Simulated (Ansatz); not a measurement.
## Which is lower?

Two relaxed structures of Si2NH2, doublet (PBE0-D4/def2-TZVP; forces vanish, vibrations not checked).

A:

N1  (0.102, -1.688, 2.076)
Si2  (0.167, -0.785, 0.835)
Si3  (0.187, 0.360, -1.128)
H4  (0.093, -2.189, 2.937)
H5  (0.663, 1.421, -0.120)
(Å)

B:

N1  (1.397, -0.395, -0.590)
Si2  (0.680, -0.988, 0.758)
Si3  (0.159, 0.728, -0.901)
H4  (-0.730, 0.501, -2.067)
H5  (0.445, 2.171, -0.707)
(Å)

Ansatz 0.2.0; basis: def2-TZVPP; cores frozen in the correlated methods; orbitals are unrestricted. B3LYP uses VWN-RPA correlation.

Question: Which structure is lower at CCSD(T), and by how much? (An estimate is asked for; the value comes from the calculation.)

Answer: The calculation gives: B, by 22.80 kcal/mol (electronic energy, against the other). By their contacts, A is Si₂NH₂ ([NH][Si][SiH]) and B is Si₂NH₂ ([N]1[Si][SiH2]1).

All methods give the same order:

```
   method  E(B) − E(A) (kcal/mol)
   PBE-D4                  -17.94
r2SCAN-D4                  -21.08
  PBE0-D4                  -20.43
 B3LYP-D4                  -20.96
  wB97M-V                  -23.21
       HF                  -27.44
      MP2                  -23.97
     CCSD                  -23.46
  CCSD(T)                  -22.80
```

T1 diagnostic: at most 0.024. ⟨S²⟩ of the unrestricted Hartree–Fock references: 0.78 (a pure state has 0.75).

Labels in which every atom is bracketed show which atoms are joined, not bond orders.

For scale, one of the runs: CCSD(T)/def2-TZVPP, 143 basis functions, launched by `ansatz run in.yaml --threads 2 --pin off --events-out ev --progress --plain --max-ram 4352MiB`. Hardware: 2 CPU threads of an Arm Neoverse V1, shared host. Wall time 30 s; peak host memory 1.7 GiB.
